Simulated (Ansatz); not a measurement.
# Nudged elastic band run: AlFH₂O

Input file:

```yaml
crystal:
  periodic: [false, false, false]
  atoms:
    - { symbol: Al, position_ang: [0.489972, -0.007231, 0.063972] }
    - { symbol: O, position_ang: [0.704408, -0.156714, 1.732543] }
    - { symbol: H, position_ang: [0.028567, -0.241279, 2.40608] }
    - { symbol: H, position_ang: [1.736918, 0.11511, -0.874902] }
    - { symbol: F, position_ang: [-1.046265, 0.008714, -0.575293] }
basis:
  gaussian: { orbitals: def2-SVP }
hamiltonian:
  xc: pbe0
neb:
  order_check: false
  images: 7
  f_tol: 0.05
  max_iterations: 60
  initial_path: linear
  final_atoms:
    - { symbol: Al, position_ang: [-0.13997753, 0.54337219, -0.82390788] }
    - { symbol: O, position_ang: [1.05441491, 0.11631514, 0.94517559] }
    - { symbol: H, position_ang: [0.38448795, -0.41654531, 1.40561011] }
    - { symbol: H, position_ang: [1.90551621, -0.33558112, 1.00547284] }
    - { symbol: F, position_ang: [-1.29084155, -0.1889609, 0.22004934] }
```

Run as:

```bash
$ ansatz run input.yaml --threads 1 --pin off --max-ram 2048MiB --backend cpu --events-out ev --progress --plain --runs-dir out
```

Output, in part (warnings, iteration lines, the closing report on the highest movable image, with atoms numbered from 0):

```
NEB end point (image 0): max|allowed force component| = 1.078e-2 eV/Å (the criterion of neb.relax_end_points is 1.000e-2)
NEB end point (image 8): max|allowed force component| = 8.162e-3 eV/Å (the criterion of neb.relax_end_points is 1.000e-2)
NEB iter   1: max|band force component| = 1.672e1 eV/Å  barrier→ = 5.0612 eV  barrier← = 3.6579 eV  Δτ_max = 0.1815 Å  (200 SCF iters)
NEB iter   2: max|band force component| = 7.467e0 eV/Å  barrier→ = 3.4280 eV  barrier← = 2.0247 eV  Δτ_max = 0.2000 Å  (193 SCF iters)
NEB iter   3: max|band force component| = 2.682e0 eV/Å  barrier→ = 2.9543 eV  barrier← = 1.5509 eV  Δτ_max = 0.1153 Å  (194 SCF iters)
NEB iter   4: max|band force component| = 9.866e-1 eV/Å  barrier→ = 2.7867 eV  barrier← = 1.3834 eV  Δτ_max = 0.0858 Å  (177 SCF iters)
NEB iter   5: max|band force component| = 1.727e0 eV/Å  barrier→ = 2.6596 eV  barrier← = 1.2563 eV  CI = image 4  Δτ_max = 0.1516 Å  (175 SCF iters)
NEB iter   6: max|band force component| = 8.437e-1 eV/Å  barrier→ = 2.9478 eV  barrier← = 1.5445 eV  CI = image 4  Δτ_max = 0.0707 Å  (176 SCF iters)
NEB iter   7: max|band force component| = 4.551e-1 eV/Å  barrier→ = 2.9401 eV  barrier← = 1.5368 eV  CI = image 4  Δτ_max = 0.1089 Å  (160 SCF iters)
NEB iter   8: max|band force component| = 6.817e-1 eV/Å  barrier→ = 2.9326 eV  barrier← = 1.5293 eV  CI = image 4  Δτ_max = 0.0561 Å  (164 SCF iters)
NEB iter   9: max|band force component| = 3.317e-1 eV/Å  barrier→ = 2.9268 eV  barrier← = 1.5235 eV  CI = image 4  Δτ_max = 0.0626 Å  (160 SCF iters)
NEB iter  10: max|band force component| = 2.522e-1 eV/Å  barrier→ = 2.9244 eV  barrier← = 1.5211 eV  CI = image 4  Δτ_max = 0.0309 Å  (161 SCF iters)
NEB iter  11: max|band force component| = 1.042e-1 eV/Å  barrier→ = 2.9223 eV  barrier← = 1.5190 eV  CI = image 4  Δτ_max = 0.1157 Å  (157 SCF iters)
NEB iter  12: max|band force component| = 2.832e-1 eV/Å  barrier→ = 2.9204 eV  barrier← = 1.5171 eV  CI = image 4  Δτ_max = 0.0324 Å  (166 SCF iters)
NEB iter  13: max|band force component| = 7.360e-2 eV/Å  barrier→ = 2.9192 eV  barrier← = 1.5159 eV  CI = image 4  Δτ_max = 0.0552 Å  (159 SCF iters)
NEB iter  14: max|band force component| = 2.003e-1 eV/Å  barrier→ = 2.9187 eV  barrier← = 1.5154 eV  CI = image 4  Δτ_max = 0.0287 Å  (155 SCF iters)
NEB iter  15: max|band force component| = 1.043e-1 eV/Å  barrier→ = 2.9184 eV  barrier← = 1.5151 eV  CI = image 4  Δτ_max = 0.0287 Å  (159 SCF iters)
NEB iter  16: max|band force component| = 9.479e-2 eV/Å  barrier→ = 2.9183 eV  barrier← = 1.5149 eV  CI = image 4  Δτ_max = 0.0288 Å  (159 SCF iters)
NEB iter  17: max|band force component| = 1.647e-1 eV/Å  barrier→ = 2.9182 eV  barrier← = 1.5148 eV  CI = image 4  Δτ_max = 0.0142 Å  (153 SCF iters)
NEB iter  18: max|band force component| = 5.866e-2 eV/Å  barrier→ = 2.9181 eV  barrier← = 1.5148 eV  CI = image 4  Δτ_max = 0.0285 Å  (154 SCF iters)
NEB iter  19: max|band force component| = 7.118e-2 eV/Å  barrier→ = 2.9181 eV  barrier← = 1.5147 eV  CI = image 4  Δτ_max = 0.0142 Å  (154 SCF iters)
NEB iter  20: max|band force component| = 5.191e-2 eV/Å  barrier→ = 2.9180 eV  barrier← = 1.5147 eV  CI = image 4  Δτ_max = 0.0093 Å  (149 SCF iters)
NEB iter  21: max|band force component| = 2.454e-2 eV/Å  barrier→ = 2.9180 eV  barrier← = 1.5147 eV  CI = image 4  Δτ_max = 0.0000 Å  (308 SCF iters)
Total energy: -11379.86267357 eV, -418.2022397058 hartree
Atom 0 at     0.056804     0.379172    -0.292491 Å, force     0.001260     0.000569     0.001366 eV/Å
Atom 1 at     0.881089    -0.189363     1.220150 Å, force    -0.002002    -0.003318    -0.003419 eV/Å
Atom 2 at     0.932168    -0.795074     1.979945 Å, force     0.001185     0.002096     0.001408 eV/Å
Atom 3 at     1.656642    -0.079553     0.118597 Å, force    -0.000168     0.000552     0.000689 eV/Å
Atom 4 at    -1.613104     0.403419    -0.273802 Å, force    -0.000274     0.000100    -0.000044 eV/Å
Dipole moment:     0.293431    -0.249124     0.317627 e Å
```

It converged. Neighbouring images differ by up to 1.3 eV, so the band resolves the path poorly. Another band between the same ends (7 images) ends at a top of the same energy, where a vibrational analysis finds 1 clearly imaginary mode. The orbitals stay closed-shell, which can raise the energy where a bond breaks towards radicals; this wasn't checked here.

Final band (atoms are numbered from 1 in the order of the input):

| image | path coordinate (Å) | energy (kcal/mol) | Al1–H4 (Å) | O2–H4 (Å) |
| --- | --- | --- | --- | --- |
| 0 | 0.00 | 0.0 | 1.57 | 2.82 |
| 1 | 0.51 | 2.6 | 1.56 | 2.71 |
| 2 | 1.01 | 13.2 | 1.56 | 2.40 |
| 3 | 1.52 | 42.0 | 1.59 | 1.87 |
| 4 | 2.03 | 67.3 | 1.71 | 1.35 |
| 5 | 2.51 | 44.3 | 2.08 | 1.00 |
| 6 | 3.00 | 35.4 | 2.56 | 0.97 |
| 7 | 3.48 | 33.1 | 2.80 | 0.97 |
| 8 | 3.97 | 32.4 | 2.88 | 0.97 |

Run time: 3 min on 1 thread of Intel(R) Xeon(R) Platinum 8259CL CPU @ 2.50GHz (Skylake/Cascade Lake), on a shared host, peak memory 0.11 GiB.
